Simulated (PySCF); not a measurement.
A geometry optimisation, step by step.

Compound: ketene, C2H2O.
SMILES with atom numbers: `[CH2:1]=[C:2]=[O:3]` (hydrogens: H4, H5 on C1)

Method: PBE/6-31+G* geometry optimisation, gas phase in PySCF 2.14.0; density fitting, grid level 1; the optimiser is geomeTRIC in internal coordinates, started from a GFN2-xTB structure. The frame can shift and turn from step to step; on so coarse a grid that alone can change the energy by a few meV, and forces under 0.02 eV/Å are noise.

Step 0: E = -4147.7113 eV, largest atomic force 2.214 eV/Å
```
atom  x, y, z in Å  |  force x, y, z in eV/Å
C1     -0.501    0.015    0.150   -1.638   0.046   0.503
C2      0.731   -0.020   -0.227    0.118  -0.003  -0.034
O3      1.841   -0.053   -0.566    2.114  -0.058  -0.653
H4     -1.111   -0.866    0.135   -0.358  -0.666  -0.041
H5     -0.951    0.927    0.490   -0.237   0.681   0.225
```

Step 1: E = -4147.7894 eV, largest atomic force 0.229 eV/Å
```
atom  x, y, z in Å  |  force x, y, z in eV/Å
C1     -0.744    0.039    0.194   -0.194   0.003   0.063
C2      0.517    0.004   -0.195    0.219  -0.006  -0.067
O3      1.647   -0.027   -0.544   -0.025   0.004   0.003
H4     -1.346   -0.871    0.172    0.000   0.001   0.001
H5     -1.182    0.977    0.538   -0.001  -0.002   0.001
```

Step 2: E = -4147.7898 eV, largest atomic force 0.042 eV/Å
```
atom  x, y, z in Å  |  force x, y, z in eV/Å
C1     -0.744    0.038    0.195   -0.033   0.001   0.011
C2      0.519    0.005   -0.196    0.039  -0.002  -0.015
O3      1.648   -0.025   -0.547   -0.018   0.003   0.003
H4     -1.347   -0.872    0.173    0.007  -0.003  -0.001
H5     -1.184    0.976    0.540    0.005   0.000   0.001
```

Step 3: E = -4147.7898 eV, largest atomic force under 0.02 eV/Å
```
atom  x, y, z in Å  |  force x, y, z in eV/Å
C1     -0.745    0.037    0.197    0.007  -0.004  -0.002
C2      0.518    0.005   -0.198   -0.006   0.006   0.001
O3      1.647   -0.022   -0.550   -0.004   0.001  -0.002
H4     -1.345   -0.874    0.174    0.000  -0.001   0.002
H5     -1.184    0.975    0.542    0.004  -0.001   0.001
```

Q: Summarise the path.

A: The energy falls by 1.81 kcal/mol from step 0 to step 3; nine tenths of that is first reached at step 1. It falls at every step. The largest force goes from 2.214 to under 0.02 eV/Å. Among the bonds C1=C2 changes most, from 1.289 to 1.324 Å; the atoms move by 0.027 Å rms after alignment.

What follows is the cost of the whole optimisation. The run took 2.9 s of wall time on Intel Xeon 6975P-C, one thread, shared host with 192 logical CPUs at a one-minute load of 47, and the process peaked at 0.27 GiB of memory.
